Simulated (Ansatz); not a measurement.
System: hcp Lu. Method: RPBE (plane waves, PAW; Ansatz, a first-principles code).

Settings: plane-wave cutoff 520 eV, 18×18×10 k mesh (along the axes of the cell as run), Fermi–Dirac smearing 0.05 eV, scalar-relativistic PAW data made under PBE.

The cell is scaled about its equilibrium volume:

Shape and atoms are relaxed at each volume.

```csv
V (Å³/atom),P (GPa),c (Å),a (Å)
29.235,1.86,5.479,3.510
29.844,0.89,5.520,3.534
30.453,0.00,5.560,3.556
31.062,-0.81,5.600,3.579
31.671,-1.56,5.639,3.602
```

Note: the bulk modulus comes from volumes at which shape and atoms were relaxed.
